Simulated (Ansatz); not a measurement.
This Ansatz (a quantum-chemistry and plane-wave program) input (CCSD(T)/jun-cc-pV(T+d)Z) gives -151.36719 Eh with 106 basis functions. A basis named .json is the Basis Set Exchange file of that set (core-valence sets with the plain set on hydrogen).

Ansatz 0.2 input:
```yaml
crystal:
  periodic: [false, false, false]
  atoms:
    - {symbol: O, position_ang: [0.01545466, 0.72381182, -0.07020381]}
    - {symbol: O, position_ang: [-0.01124373, -0.72607760, -0.04190313]}
    - {symbol: H, position_ang: [0.80569804, 0.89668240, 0.46138431]}
    - {symbol: H, position_ang: [-0.83938551, -0.87855617, 0.43547118]}
basis:
  gaussian:
    orbitals: jun-cc-pV_T+d_Z.json
magnetization: {spin_polarized: false}
correlation: {method: ccsd_t, electrons: outside_noble_gas}
```

Change:
```diff
- orbitals: jun-cc-pV_T+d_Z.json
+ orbitals: def2-SV_P_.json
```

Q: What does the run give now?

A: -151.02313 Eh (CCSD(T)/def2-SV(P), 32 functions), a change of +344.06 mEh.
